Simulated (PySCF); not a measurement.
## P(OH)₃ → PO(OH) + H₂O

Level: PBE0 in the def2-TZVP basis family, all electrons, no relativity, computed in PySCF with density fitting; open shells unrestricted.

```json
{"species": "P(OH)₃", "state and structure": "singlet, C1, O–H 0.962 Å (×2), O–H 0.967 Å, P–O 1.610 Å, P–O 1.635 Å, P–O 1.645 Å; H–O–P 110.6°, H–O–P 112.2°, H–O–P 112.9°, O–P–O 96.1°, O–P–O 96.5°, O–P–O 103.5°", "ZPE (kJ/mol)": "114.3", "H(298 K) − H(0) (kJ/mol)": "16.9", "S° (J/(mol K))": "304.9"}
{"species": "PO(OH)", "state and structure": "singlet, Cs, O–H 0.969 Å, P–O 1.467 Å, P–O 1.606 Å; H–O–P 113.4°, O–P–O 110.5°", "ZPE (kJ/mol)": "46.9", "H(298 K) − H(0) (kJ/mol)": "11.5", "S° (J/(mol K))": "261.5"}
{"species": "H₂O", "state and structure": "singlet, C2v, O–H 0.960 Å (×2); H–O–H 105.1°", "ZPE (kJ/mol)": "56.5", "H(298 K) − H(0) (kJ/mol)": "9.9", "S° (J/(mol K))": "188.7"}
```

Is the gas-phase reaction uphill or downhill in electronic energy at this level, and by how much?

At PBE0/def2-TZVP, ΔE = 101.3 kJ/mol, uphill. 

Add zero-point, thermal and entropy terms for 298.15 K and 1 bar.

ΔZPE = -10.9 and Δ[H(298) − H(0)] = 4.5 kJ/mol give ΔH° = 94.9 kJ/mol. ΔS° = 145.3 J/(mol K), so ΔG° = 94.9 − 298.15 × (0.1453) = 52 kJ/mol and log₁₀K = -9.0. ΔG° would change sign near 650 K if ΔH° and ΔS° stayed fixed.

Only the bonding shown was studied: isomers, or loss of a ligand pair, can lie lower.
